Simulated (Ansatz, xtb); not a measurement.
Molecule: C₂H₅O (charge 0, doublet). It need not be the lowest isomer of its formula. 
Structure (B3LYP-D3(BJ)/def2-TZVP (Ansatz, a first-principles code) minimum search):
```
C
H 1 1.1010
H 1 1.1057 2 106.08
O 1 1.4249 2 111.01 3 -119.53
H 4 0.9624 1 108.67 2 66.28
C 1 1.4752 2 110.17 3 119.22
H 6 1.0801 1 119.73 2 144.26
H 6 1.0803 7 119.67 1 -172.83
```
Charge 0, spin multiplicity 2.

Harmonic wavenumbers from GFN2-xTB (xtb, at its own minimum), cm⁻¹: -198, 263, 354, 588, 814, 968, 1071, 1113, 1204, 1244, 1337, 1388, 1474, 2854, 2873, 3138, 3185, 3545.

### Question
Give the harmonic wavenumbers at B3LYP-D3(BJ)/def2-TZVP (Ansatz, finite differences of forces, unscaled).

### Answer
127, 266, 417, 472, 866, 957, 1065, 1109, 1217, 1268, 1422, 1461, 1490, 2883, 2944, 3161, 3270, 3813 cm⁻¹. Zero-point energy 40.3 kcal/mol.

### Question
From these and the geometry, give the ideal-gas thermochemistry at 298.15 K and 1 atm (rigid rotor, harmonic oscillator).

### Answer
Point group C1, rotational symmetry number 1. Rotational constants 40.44, 10.02, 8.499 GHz. S(trans) 37.34, S(rot) 22.06, S(vib) 6.77, S(elec, spin only) 1.38, S 67.5 cal/(mol K). H(298) - H(0) 3.56 kcal/mol; G - E(el) 23.7 kcal/mol.
